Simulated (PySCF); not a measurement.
**How far each method lies from RCCSDT for H₂N–GaH₂⁺, doublet**

Geometry: that of the H2N–GaH2, singlet, kept fixed.

```xyz
6

N     0.0000    0.0000    1.4857
Ga    0.0000    0.0000   -0.3279
H     0.0000    0.8333    2.0488
H     0.0000   -0.8333    2.0488
H     0.0000    1.3943   -1.0310
H     0.0000   -1.3943   -1.0310
```

Basis cc-pVDZ; PySCF 2.14.0. Only valence electrons are correlated (noble-gas cores and the filled d shells of p-block atoms frozen), which leaves 11 electrons in 46 orbitals. Prefix R: restricted or restricted open-shell reference. No spin–orbit coupling is included, and no scalar relativity.

Full CI isn't at hand for all of this; RCCSDT serves as the reference. It lacks quadruple excitations, which often exceed the step from CCSD(T) to CCSDT.

- UHF ⟨S²⟩: 0.758
- T1 diagnostic (ROHF- or RHF-based CCSD): 0.0104
- largest doubles amplitude (ROHF- or RHF-based CCSD): 0.054

Q: From what is known of these methods and the diagnostics, rank them by the size of their error in total energy against RCCSDT in cc-pVDZ, smallest first (an estimate: the text doesn't fix the numbers).
A. RCCSD(T)
B. RHF
C. RCCSD
D. RMP2

A: A (0.31 kcal/mol), C (2.26 kcal/mol), D (20.11 kcal/mol), B (127.12 kcal/mol).

All errors are against RCCSDT in cc-pVDZ. Within each family the higher level lies nearer, as is usual though not guaranteed.
